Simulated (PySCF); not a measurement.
hydrogen isocyanide, CHN, SMILES [C-]#[NH+], point group C∞v.

Level: PBE0/pcSseg-2 in PySCF (density fitting, grid level 2); geometry and Hessian at that level, cubic constants and property derivatives from steps of ±0.6 along each species' dimensionless normal coordinates, second-order vibrational perturbation theory. The parent has the commonest isotopes.

Equilibrium geometry (Å):

```
atom        x        y        z
  C1   0.8983   0.5278  -0.0248
  N2  -0.0291  -0.1746  -0.0163
  H3  -0.8233  -0.7762  -0.0091
```

Q: Give the equilibrium and ground-state rotational constants (MHz) of parent; ²H at 3; ¹⁵N at 2; ¹³C at 1, ¹⁵N at 2; ¹³C at 1; ¹⁵N at 2, ²H at 3; ¹³C at 1, ²H at 3.

A: 
| species | Be | B0 | harmonic ZPE (cm⁻¹) |
| --- | --- | --- | --- |
| parent | 45831 | 45664 | 3482 |
| ²H at 3 | 38459 | 38394 | 2857 |
| ¹⁵N at 2 | 44929 | 44762 | 3458 |
| ¹³C at 1, ¹⁵N at 2 | 43106 | 42947 | 3434 |
| ¹³C at 1 | 44025 | 43867 | 3458 |
| ¹⁵N at 2, ²H at 3 | 37953 | 37884 | 2832 |
| ¹³C at 1, ²H at 3 | 36980 | 36918 | 2832 |

Q: And its quartic centrifugal distortion constants from the harmonic force field?

A: Linear top: D = 92.5 kHz.
